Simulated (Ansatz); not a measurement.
Ansatz (a first-principles code) input (B3LYP/6-31G*):

Ansatz 0.2 input:
```yaml
crystal:
  periodic: [false, false, false]
  atoms:
    - {symbol: F, position_ang: [-0.00000000, -0.00000000, -0.10335627]}
    - {symbol: H, position_ang: [0.00000000, 0.00000000, 0.93020643]}
basis:
  gaussian:
    orbitals: 6-31G*
hamiltonian:
  xc: {name: B3LYP}
total_charge: 1
magnetization: {spin_polarized: true, initial_magnetization: 1}
phonons: {temperatures: {t_min: 298.15, t_max: 298.15, t_step: 100}}
```

Output:

```
Functional definition: B3LYP
integrals: 0.00 GiB planned
165 factors; integrals over basis functions are off by at most 5.1e-4 eV
mean field: 0.05 GiB planned
mean field evaluation 1: about -2712.5497 eV, gradient 3.8e1 eV
mean field evaluation 2: about -2711.9749 eV, gradient 4.2e1 eV
mean field evaluation 4: about -2717.0658 eV, gradient 1.4e-1 eV
mean field evaluation 8: about -2717.0648 eV, gradient 1.0e-3 eV
mean field -2717.06479673 eV, -99.8502895871 hartree, gradient 3.6e-6 eV, S^2 0.751775; 0 other end points of the search recorded, 0 dependent functions left out
the calculation of the forces begins
reference -2717.06486826 eV, -99.8502922157 hartree; 5, 4 occupied and 12, 13 virtual orbitals, 165 factors
these checks for a lower state are left out or cut short: stability, starts, cluster_reference, orbital_swaps, neighbouring_geometries, increment
integrals: 0.00 GiB planned
165 factors; integrals over basis functions are off by at most 5.1e-4 eV
mean field: 0.05 GiB planned
mean field evaluation 16: about -2717.0648 eV, gradient 4.2e-5 eV
mean field -2717.06479672 eV, -99.8502895869 hartree, gradient 7.2e-7 eV, S^2 0.751775; 0 other end points of the search recorded, 0 dependent functions left out
the calculation of the forces begins
reference -2717.06486825 eV, -99.8502922156 hartree; 5, 4 occupied and 12, 13 virtual orbitals, 165 factors
these checks for a lower state are left out or cut short: stability, starts, cluster_reference, orbital_swaps, neighbouring_geometries, increment
integrals: 0.00 GiB planned
165 factors; integrals over basis functions are off by at most 5.1e-4 eV
mean field: 0.05 GiB planned
mean field -2717.06479672 eV, -99.8502895869 hartree, gradient 7.2e-7 eV, S^2 0.751775; 0 other end points of the search recorded, 0 dependent functions left out
the calculation of the forces begins
reference -2717.06486825 eV, -99.8502922156 hartree; 5, 4 occupied and 12, 13 virtual orbitals, 165 factors
these checks for a lower state are left out or cut short: stability, starts, cluster_reference, orbital_swaps, neighbouring_geometries, increment
integrals: 0.00 GiB planned
165 factors; integrals over basis functions are off by at most 5.1e-4 eV
mean field: 0.05 GiB planned
mean field evaluation 32: about -2717.0648 eV, gradient 7.9e-7 eV
mean field -2717.06479672 eV, -99.8502895869 hartree, gradient 5.7e-7 eV, S^2 0.751775; 0 other end points of the search recorded, 0 dependent functions left out
the calculation of the forces begins
reference -2717.06486825 eV, -99.8502922156 hartree; 5, 4 occupied and 12, 13 virtual orbitals, 165 factors
these checks for a lower state are left out or cut short: stability, starts, cluster_reference, orbital_swaps, neighbouring_geometries, increment
integrals: 0.00 GiB planned
165 factors; integrals over basis functions are off by at most 5.1e-4 eV
mean field: 0.05 GiB planned
mean field -2717.06479672 eV, -99.8502895869 hartree, gradient 5.7e-7 eV, S^2 0.751775; 0 other end points of the search recorded, 0 dependent functions left out
the calculation of the forces begins
reference -2717.06486825 eV, -99.8502922156 hartree; 5, 4 occupied and 12, 13 virtual orbitals, 165 factors
these checks for a lower state are left out or cut short: stability, starts, cluster_reference, orbital_swaps, neighbouring_geometries, increment
integrals: 0.00 GiB planned
165 factors; integrals over basis functions are off by at most 5.0e-4 eV
mean field: 0.05 GiB planned
mean field -2717.06470689 eV, -99.8502862857 hartree, gradient 2.0e-6 eV, S^2 0.751765; 0 other end points of the search recorded, 0 dependent functions left out
the calculation of the forces begins
reference -2717.06477823 eV, -99.8502889073 hartree; 5, 4 occupied and 12, 13 virtual orbitals, 165 factors
these checks for a lower state are left out or cut short: stability, starts, cluster_reference, orbital_swaps, neighbouring_geometries, increment
integrals: 0.00 GiB planned
165 factors; integrals over basis functions are off by at most 5.1e-4 eV
mean field: 0.05 GiB planned
mean field -2717.06470131 eV, -99.8502860805 hartree, gradient 1.2e-6 eV, S^2 0.751785; 0 other end points of the search recorded, 0 dependent functions left out
the calculation of the forces begins
reference -2717.06477303 eV, -99.8502887161 hartree; 5, 4 occupied and 12, 13 virtual orbitals, 165 factors
these checks for a lower state are left out or cut short: stability, starts, cluster_reference, orbital_swaps, neighbouring_geometries, increment
integrals: 0.00 GiB planned
165 factors; integrals over basis functions are off by at most 5.1e-4 eV
mean field: 0.05 GiB planned
mean field -2717.06479672 eV, -99.8502895869 hartree, gradient 7.2e-7 eV, S^2 0.751775; 0 other end points of the search recorded, 0 dependent functions left out
the calculation of the forces begins
reference -2717.06486825 eV, -99.8502922156 hartree; 5, 4 occupied and 12, 13 virtual orbitals, 165 factors
these checks for a lower state are left out or cut short: stability, starts, cluster_reference, orbital_swaps, neighbouring_geometries, increment
integrals: 0.00 GiB planned
165 factors; integrals over basis functions are off by at most 5.1e-4 eV
mean field: 0.05 GiB planned
mean field evaluation 64: about -2717.0648 eV, gradient 4.0e-2 eV
mean field -2717.06479672 eV, -99.8502895869 hartree, gradient 7.2e-7 eV, S^2 0.751775; 0 other end points of the search recorded, 0 dependent functions left out
the calculation of the forces begins
reference -2717.06486825 eV, -99.8502922156 hartree; 5, 4 occupied and 12, 13 virtual orbitals, 165 factors
these checks for a lower state are left out or cut short: stability, starts, cluster_reference, orbital_swaps, neighbouring_geometries, increment
integrals: 0.00 GiB planned
165 factors; integrals over basis functions are off by at most 5.1e-4 eV
mean field: 0.05 GiB planned
mean field -2717.06479672 eV, -99.8502895869 hartree, gradient 5.7e-7 eV, S^2 0.751775; 0 other end points of the search recorded, 0 dependent functions left out
the calculation of the forces begins
reference -2717.06486825 eV, -99.8502922156 hartree; 5, 4 occupied and 12, 13 virtual orbitals, 165 factors
these checks for a lower state are left out or cut short: stability, starts, cluster_reference, orbital_swaps, neighbouring_geometries, increment
integrals: 0.00 GiB planned
165 factors; integrals over basis functions are off by at most 5.1e-4 eV
mean field: 0.05 GiB planned
mean field -2717.06479672 eV, -99.8502895869 hartree, gradient 5.7e-7 eV, S^2 0.751775; 0 other end points of the search recorded, 0 dependent functions left out
the calculation of the forces begins
reference -2717.06486825 eV, -99.8502922156 hartree; 5, 4 occupied and 12, 13 virtual orbitals, 165 factors
these checks for a lower state are left out or cut short: stability, starts, cluster_reference, orbital_swaps, neighbouring_geometries, increment
integrals: 0.00 GiB planned
165 factors; integrals over basis functions are off by at most 5.1e-4 eV
mean field: 0.05 GiB planned
mean field -2717.06470131 eV, -99.8502860805 hartree, gradient 1.2e-6 eV, S^2 0.751785; 0 other end points of the search recorded, 0 dependent functions left out
the calculation of the forces begins
reference -2717.06477303 eV, -99.8502887161 hartree; 5, 4 occupied and 12, 13 virtual orbitals, 165 factors
these checks for a lower state are left out or cut short: stability, starts, cluster_reference, orbital_swaps, neighbouring_geometries, increment
integrals: 0.00 GiB planned
165 factors; integrals over basis functions are off by at most 5.0e-4 eV
mean field: 0.05 GiB planned
mean field evaluation 96: about -2717.0647 eV, gradient 2.0e-6 eV
mean field -2717.06470689 eV, -99.8502862857 hartree, gradient 2.0e-6 eV, S^2 0.751765; 0 other end points of the search recorded, 0 dependent functions left out
the calculation of the forces begins
reference -2717.06477823 eV, -99.8502889073 hartree; 5, 4 occupied and 12, 13 virtual orbitals, 165 factors
Total energy: -2717.06486826 eV, -99.8502922157 hartree
Atom 0 at    -0.000000    -0.000000    -0.103356 Å, force     0.000000     0.000000     0.001338 eV/Å
Atom 1 at     0.000000     0.000000     0.930206 Å, force    -0.000000    -0.000000    -0.001338 eV/Å
Dipole moment:    -0.000000    -0.000000     0.516678 e Å
Vibrations: 2901.83 cm⁻¹, zero-point energy 0.179891 eV
```

The blocks after the first are displaced geometries, from whose forces the wavenumbers follow.

The dipole moment of an ion depends on the origin.
